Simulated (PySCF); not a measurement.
C₅H₆F (charge +1).
InChI=1S/C5H6F/c1-4-2-5(4)3-6/h2H,3H2,1H3/q+1

Level: PBE0/def2-SVPD in PySCF, non-relativistic, on one gas-phase PBE0-D3(BJ)/def2-SVP geometry that isn't relaxed in the solvent. The solvent is an IEF-PCM continuum (Bondi radii, 1.10 Å for H, scaled by 1.2), and excitations are vertical TDDFT with non-equilibrium linear response and a frozen core. Specific hydrogen bonds and non-electrostatic terms are outside this model.

Gas-phase singlets (H = HOMO, L = LUMO):

```csv
state,E (eV),λ (nm),f,leading configurations
S1,6.593,188,0.001,H-1→L 90%
S2,6.804,182,0.002,"H-1→L+1 85%, H-2→L+1 8%"
S3,6.951,178,0.079,H→L 94%
S4,7.243,171,0.000,"H-2→L 74%, H-4→L 18%"
S5,7.285,170,0.116,H→L+1 95%
```

Problem. How does the list change in chloroform (ε = 4.711)?

Solution. 
| state | E (eV) | λ (nm) | f | leading configurations | change by rank (eV) |
| --- | --- | --- | --- | --- | --- |
| S1 | 6.742 | 184 | 0.001 | H-1→L 84%, H-1→L+1 11% | +0.149 |
| S2 | 6.880 | 180 | 0.002 | H-1→L+1 80%, H-1→L 12% | +0.076 |
| S3 | 7.267 | 171 | 0.161 | H→L 88%, H→L+1 9% | +0.316 |
| S4 | 7.383 | 168 | 0.001 | H-2→L 77%, H-4→L 16% | +0.140 |
| S5 | 7.570 | 164 | 0.171 | H→L+1 89%, H→L 9% | +0.285 |

Problem. Give the list for acetonitrile (ε = 35.69), n² = 1.81.

Solution. 
```csv
state,E (eV),λ (nm),f,leading configurations,change by rank (eV)
S1,6.795,182,0.001,"H-1→L 79%, H-1→L+1 16%",+0.202
S2,6.909,179,0.002,"H-1→L+1 76%, H-1→L 17%",+0.105
S3,7.388,168,0.164,"H→L 83%, H→L+1 9%",+0.437
S4,7.433,167,0.009,"H-2→L 76%, H-4→L 13%",+0.190
S5,7.673,162,0.173,"H→L+1 88%, H→L 10%",+0.388
```

Problem. The ground-state energy changes by -2.539 eV from gas to acetonitrile. By how much does the total energy of gas-phase S3 change?

Solution. E(S3) = E(S0) + excitation energy, so it changes by -2.539 + 0.437 = -2.102 eV: it is lowered less than the ground state, which is what a blue shift means. This is the vertical state, with the slow part of the continuum still set for S0.

Problem. How do the frontier levels move from gas to acetonitrile?

Solution. 
| orbital | gas (eV) | solvent (eV) | change (eV) |
| --- | --- | --- | --- |
| LUMO+2 | -3.83 | 0.45 | +4.28 |
| LUMO+1 | -6.60 | -1.86 | +4.74 |
| LUMO | -6.92 | -2.12 | +4.80 |
| HOMO | -14.94 | -10.60 | +4.34 |
| HOMO-1 | -15.21 | -10.70 | +4.51 |
| HOMO-2 | -15.94 | -11.53 | +4.41 |
| HOMO-3 | -16.28 | -11.75 | +4.53 |

The HOMO–LUMO gap goes from 8.02 to 8.47 eV. Rows go by rank; for HOMO-3, HOMO-2, HOMO-1, HOMO and LUMO+2 the atom shares or the degeneracy differ between the runs, so the row needn't follow one orbital.

The values belong to the conformer `[CH3:1][c+:2]1[cH:3][c:4]1[CH2:5][F:6]`: C3–C4–C5–F6 180°.
